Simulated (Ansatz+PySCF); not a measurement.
The numbers below are computed, except where a source is named.
## PySCF 2.14.0 run

```python
from pyscf import gto, scf, cc

mol = gto.M(atom="""
Mg 0.000000 0.000000 0.000000
O 0.000000 0.000000 1.720000
""", basis='6-31g', charge=0, spin=0)
mf = scf.UHF(mol)
mf.kernel()
mycc = cc.CCSD(mf, frozen=6).run()
et = mycc.ccsd_t()
print(mf.e_tot, mycc.e_corr, et, mycc.e_tot + et)
```

The script is written out from the run's settings.

Output:

```
Converged                       : yes
Reference energy                : -274.30122 hartree
CCSD correlation energy         : -0.19497 hartree
Triples correction              : -0.01446 hartree
Total energy                    : -274.51065 hartree
Spin squared of the determinant : 0.000
```

The reference isn't the lowest determinant (another lies 2.23 eV lower), but the same method gives a higher total on the lower determinant. Caution: large amplitudes, a single reference is doubtful.
